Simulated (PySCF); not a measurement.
CH₆Si, SMILES C[SiH3]. The structure is a stationary point at PBE0-D3(BJ)/def2-TZVP. The isomer is the one that the SMILES or the coordinates give; other isomers of the formula were not compared.

Computed equilibrium geometry at PBE0-D3(BJ)/def2-TZVP (PySCF confirms it by a frequency run) as bond lengths and angles, and its point group:
point group C3v.
Atoms: Si1 C2 H3 H4 H5 H6 H7 H8. Bonds (Å): Si1–C2 1.871, Si1–H3 1.488, Si1–H4 1.488, Si1–H5 1.488, C2–H6 1.092, C2–H7 1.092, C2–H8 1.092. Angles (°): C2–Si1–H3 110.7, C2–Si1–H4 110.7, C2–Si1–H5 110.7, H3–Si1–H4 108.2, H3–Si1–H5 108.2, H4–Si1–H5 108.2, Si1–C2–H6 110.8, Si1–C2–H7 110.8, Si1–C2–H8 110.8, H6–C2–H7 108.1, H6–C2–H8 108.1, H7–C2–H8 108.1.
